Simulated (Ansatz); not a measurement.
`NC(N)S` and `NC(F)S` differ in one atom or group.

Ansatz, PBE0-D4/def2-TZVP geometries, multiplicity 1. Each molecule was computed in one conformer, which needn't be the lowest.

| property | `NC(N)S` |
| --- | --- |
| zero-point energy (PBE0-D4/def2-TZVP) / kJ/mol | 215.2 |
| size of the dipole moment (ωB97M-V/def2-TZVPP) / D | 2.25 |
| HOMO–LUMO gap (PBE0/def2-TZVPP) / eV | 7.09 |
| size of the dipole moment (PBE/def2-TZVPP) / D | 2.28 |
| LUMO energy (PBE0/def2-TZVPP) / eV | 0.29 |
| HOMO energy (B3LYP/def2-TZVPP) / eV | -6.56 |

Question: What does the change do to each property? (Estimate.)

Answer: Computed: 
| property | `NC(F)S` | shift |
| --- | --- | --- |
| zero-point energy (PBE0-D4/def2-TZVP) / kJ/mol | 148.3 | -66.9 |
| size of the dipole moment (ωB97M-V/def2-TZVPP) / D | 1.96 | -0.29 |
| HOMO–LUMO gap (PBE0/def2-TZVPP) / eV | 7.48 | 0.39 |
| size of the dipole moment (PBE/def2-TZVPP) / D | 1.86 | -0.42 |
| LUMO energy (PBE0/def2-TZVPP) / eV | 0.15 | -0.14 |
| HOMO energy (B3LYP/def2-TZVPP) / eV | -7.09 | -0.53 |

With PBE0 the HOMO falls by 0.54 eV and the LUMO falls by 0.14 eV, so the gap widens by about 0.40 eV. PBE moves the HOMO by -0.53 eV and ωB97M-V by -0.54 eV. The zero-point energy changes by -66.9 kJ/mol with -6 modes. Dipoles are sizes alone; their direction can turn.

B3LYP here is the variant with VWN-RPA as its local correlation; programs differ in this.
